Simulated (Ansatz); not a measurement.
**AlNH2F (SMILES [NH2][Al][F]): UB2PLYP/STO-3G**

Aim: the energy change on altering one bond length of AlNH2F at UB2PLYP/STO-3G, from 2 runs. 

Program for the calculation: Ansatz 0.2.0.

62 further runs of the same task are left out: 3 that didn't finish, 59 set aside as unsound or not needed.

## 1. The structure to begin with

AlNH2F: 5 atoms, total charge 0, spin state doublet. As SMILES, `[NH2][Al][F]`. The shape is that of a PBE0-D4/def2-TZVP optimisation. This is one conformer, not always the lowest.

Bond lengths: N1–Al2 1.765 Å, Al2–F3 1.658 Å, N1–H4 1.007 Å, N1–H5 1.009 Å. Angles: N1–Al2–F3 117.4°, Al2–N1–H4 124.8°, Al2–N1–H5 124.2°, H4–N1–H5 111.0°.

## 2. A single-point energy at UB2PLYP/STO-3G

job.yaml reads:

```yaml
crystal:
  periodic: [false, false, false]
  atoms:
    - {symbol: N, position_ang: [-0.384700, 0.499000, -0.263800]}
    - {symbol: Al, position_ang: [0.632000, -0.282800, 0.949500]}
    - {symbol: F, position_ang: [1.228700, -1.786800, 0.590000]}
    - {symbol: H, position_ang: [-0.804300, 1.408300, -0.162700]}
    - {symbol: H, position_ang: [-0.621700, 0.088600, -1.154400]}
basis:
  gaussian:
    orbitals: STO-3G
magnetization:
  spin_polarized: true
  initial_magnetization: 1
hamiltonian:
  xc: {name: B2PLYP}
correlation:
  frozen_orbitals: {Al: 5, F: 1, H: 0, "N": 1}
accuracy: high
```

Started as:

```bash
$ ansatz run job.yaml --threads 1 --pin off --max-ram 2610MiB --events-out events.jsonl --progress --plain --runs-dir runs
```

Log:

```text
Warning: RAYON_NUM_THREADS=1 ignored (pool sized by the plan → 1); use --threads N
Functional definition: B2PLYP
  name "B2PLYP"
  parameter a = 0.53
  parameter c = 0.27
  exchange = (1 - a)*b88_x + a*exact_x
  correlation = (1 - c)*lyp_c + c*(mp2_os + mp2_ss)
378 factors; integrals over basis functions are off by at most 3.4e-8 eV
mean field evaluation 1: about -10684.3979 eV, gradient 1.9e1 eV
mean field evaluation 2: about -10684.4160 eV, gradient 1.9e1 eV
mean field evaluation 4: about -10687.2284 eV, gradient 1.2e0 eV
mean field evaluation 8: about -10687.2494 eV, gradient 3.6e-2 eV
mean field evaluation 16: about -10687.2494 eV, gradient 3.9e-6 eV
mean field -10687.24944100 eV, -392.7491728790 hartree, gradient 3.6e-8 eV, S^2 0.753371; 0 other end points of the search recorded, 0 dependent functions left out
7 core orbitals not correlated: weight in the atoms' cores, before any rotation towards them, 1.000 or more for the frozen orbitals, at most 0.000 for the correlated occupied ones
reference -10687.24945808 eV, -392.7491735067 hartree; 9, 8 occupied and 5, 6 virtual orbitals, 378 factors
second order -3.04065000 eV of doubles, -0.00000000 eV of singles
Total energy: -10688.07043358 eV, -392.7793437999 hartree
```

It took 2.8 s on 1 thread of Arm Neoverse V1, shared host; peak memory 0.14 GiB.

## 3. The distorted shape at the same level

job.yaml reads:

```yaml
crystal:
  periodic: [false, false, false]
  atoms:
    - {symbol: N, position_ang: [-0.325439, 0.601618, -0.041110]}
    - {symbol: Al, position_ang: [0.691261, -0.180182, 1.172190]}
    - {symbol: F, position_ang: [1.287961, -1.684182, 0.812690]}
    - {symbol: H, position_ang: [-0.745039, 1.510918, 0.059990]}
    - {symbol: H, position_ang: [-0.621700, 0.088600, -1.154400]}
basis:
  gaussian: {orbitals: STO-3G}
magnetization: {spin_polarized: true, initial_magnetization: 1}
hamiltonian: {xc: {name: B2PLYP}}
correlation: {frozen_orbitals: {Al: 5, F: 1, H: 0, "N": 1}}
accuracy: high
```

Started as:

```bash
$ ansatz run job.yaml --threads 1 --pin off --max-ram 2610MiB --events-out events.jsonl --progress --plain --runs-dir runs
```

Log, cut to the lines that bear on the results:

```text
Warning: RAYON_NUM_THREADS=1 ignored (pool sized by the plan → 1); use --threads N
Functional definition: B2PLYP
  name "B2PLYP"
[...]
378 factors; integrals over basis functions are off by at most 4.4e-8 eV
[...]
mean field -10686.33284673 eV, -392.7154886606 hartree, gradient 4.8e-8 eV, S^2 0.754348; 0 other end points of the search recorded, 0 dependent functions left out
7 core orbitals not correlated: weight in the atoms' cores, before any rotation towards them, 1.000 or more for the frozen orbitals, at most 0.000 for the correlated occupied ones
reference -10686.33286394 eV, -392.7154892932 hartree; 9, 8 occupied and 5, 6 virtual orbitals, 378 factors
second order -3.44381825 eV of doubles, -0.00000000 eV of singles
Total energy: -10687.26269487 eV, -392.7496599496 hartree
```

Wall time 2.8 s (1 thread of Arm Neoverse V1, shared host); peak memory 0.14 GiB.

## 4. What came out

At UB2PLYP/STO-3G, 7 core orbitals frozen:

```
                                                         quantity          value
                                        first shape: total energy  -392.77934 Eh
                                                first shape: ⟨S²⟩          0.753
                                    distorted shape: total energy  -392.74966 Eh
                                            distorted shape: ⟨S²⟩          0.754
energy change with the N1–H5 bond stretched from 1.009 to 1.261 Å       0.808 eV
```

In words: With the N1–H5 bond stretched from 1.009 to 1.261 Å the energy rises by 0.81 eV (77.9 kJ/mol). The first shape isn't relaxed at this level, so the change isn't measured from a minimum. The minimal basis adds a large error of its own.
